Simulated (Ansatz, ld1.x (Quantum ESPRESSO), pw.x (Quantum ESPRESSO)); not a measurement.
# Equation-of-state test of one PAW potential (fluorine (F))

- Element: F (Z = 9)
- Generator: ld1.x (Quantum ESPRESSO) 7.5
- Type: PAW
- Functional: PBEsol
- Relativity: scalar-relativistic
- Frozen core: [He]
- Valence charge: 7
- Reference configuration: 2s2 2p5
- Partial waves: 2s (bound): rcut 0.60, rcutus 0.74 bohr; 2s channel at -1.45 Ry: rcut 0.60, rcutus 0.74 bohr; 2p (bound): rcut 1.04, rcutus 1.14 bohr; 2p channel at 0.2 Ry: rcut 1.04, rcutus 1.14 bohr; 3d channel at 0.45 Ry: rcut 1.10, rcutus 1.14 bohr
- Local potential: all-electron potential smoothed inside 1.14 bohr (lloc = -1)
- Core correction: Bessel-smoothed model core, default radius (core density twice the valence density)
- Augmentation charge: BG, radius 0.60 bohr

Crystal test: bcc F in pw.x 7.5, no spin, 17³ k-points, Fermi–Dirac smearing 0.01 Ry, cutoffs 135/900 Ry. The reference is all-electron LAPW (Ansatz 0.2.0) with the same functional, mesh and smearing; V0 and B0 come from Birch–Murnaghan fits to the pressures at five volumes. Errors are pseudo minus all-electron; Δ is the rms difference of the E(V) curves that follow from these fits, minima aligned, over ±6 % about the mean V0. Mesh and smearing are coarse, so the numbers serve the comparison and aren't converged zero-temperature values; the lattice is a test structure that the element need not adopt.

All-electron: a0 = 2.651 Å (V0 = 9.31 Å³/atom), B0 = 66.5 GPa.

How far does the potential miss the all-electron equation of state?

converged, but broken (pressure over 100 GPa off). The pressure does not cross zero within the volumes sampled, so no fit is given. A pressure error of this size marks a broken potential; the numbers have no physical meaning.

| V (Å³/atom) | P all-electron (GPa) | P pseudo (GPa) |
| --- | --- | --- |
| 8.870 | 3.71 | 298.69 |
| 9.104 | 1.60 | 275.94 |
| 9.337 | -0.18 | 268.77 |
| 9.570 | -1.69 | 260.43 |
| 9.804 | -2.96 | 255.24 |

At the middle volume, how do free energy and pressure move when the wave cutoff is lowered (ecutrho held at 900 Ry)?

```
cutoff (Ry)  shift of F (meV/atom)  shift of P (GPa)
         61                 +313.7            -17.57
         81                 +161.2            -15.45
        108                  +12.2             -1.61
```

The run at the middle volume (165 k-points, 23 iterations) took about 2.1 min on one core of a shared host (Neoverse-V1, 32 threads, 247 GiB, load 23).
